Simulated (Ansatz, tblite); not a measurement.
Isomers of Mg$_{3}$H$_{3}$ (doublet), found by a short tight-binding search and relaxed with PBE-D4/def2-TZVP in Ansatz.

The xTB rows come from tblite. Correlated methods freeze 3 core orbitals; core or outer-core shells of Mg are correlated, in sets that lack core-valence functions.

B: At CCSD(T)/def2-TZVPP the charge 0 doublet is spin-contaminated (final ⟨S²⟩ up to 0.86, 0.75 for a pure state). C: At CCSD(T)/def2-TZVPP the charge 0 doublet is spin-contaminated (final ⟨S²⟩ up to 0.86, 0.75 for a pure state).

Other spin states weren't relaxed.

A:

Cartesian coordinates in Å:
```
Mg -1.291 0.268 -1.311
Mg 0.873 0.492 0.453
Mg -1.415 -2.309 0.239
H 0.583 -0.074 -1.331
H 2.187 0.580 1.555
H -0.938 1.043 0.395
```

B:

```xyz
6

Mg   -0.030   -1.708    0.729
Mg   -0.355   -0.124   -1.786
Mg    0.271    1.790    0.422
H     0.634    2.736    1.827
H     0.186   -2.450    2.278
H    -0.705   -0.244   -3.470
```

C:

```xyz
6

Mg    0.7441    0.0605   -1.2522
Mg   -0.0178    2.5599    0.7531
Mg   -0.9856   -0.6036    0.8986
H    -1.9914   -1.0528    2.2137
H     1.8213    0.4201   -2.5376
H     0.4294   -1.3840   -0.0757
```

Q: Estimate which lies lowest at each level, and how far above it the others are (kJ/mol).

A: 
| level | A | B | C |
| --- | --- | --- | --- |
| GFN1-xTB | 0.0 | 167.4 | 134.5 |
| GFN2-xTB | 0.0 | 49.3 | 93.9 |
| HF/def2-TZVPP | 0.0 | 75.1 | 38.9 |
| PBE-D4/def2-TZVP | 0.0 | 88.6 | 45.2 |
| BLYP-D4/def2-TZVP | 0.0 | 98.4 | 50.0 |
| r2SCAN-D4/def2-TZVP | 0.0 | 84.5 | 42.5 |
| PBE0-D4/def2-TZVP | 0.0 | 88.7 | 45.3 |
| r2SCAN0-D4/def2-TZVP | 0.0 | 87.1 | 43.9 |
| MP2/def2-TZVPP | 0.0 | 102.9 | 57.2 |
| CCSD/def2-TZVPP | 0.0 | 96.5 | 51.9 |
| CCSD(T)/def2-TZVPP | 0.0 | 98.1 | 52.6 |
Point groups (tolerance 0.1 Å): A Cs, B C2v, C Cs. Lower isomers may exist.
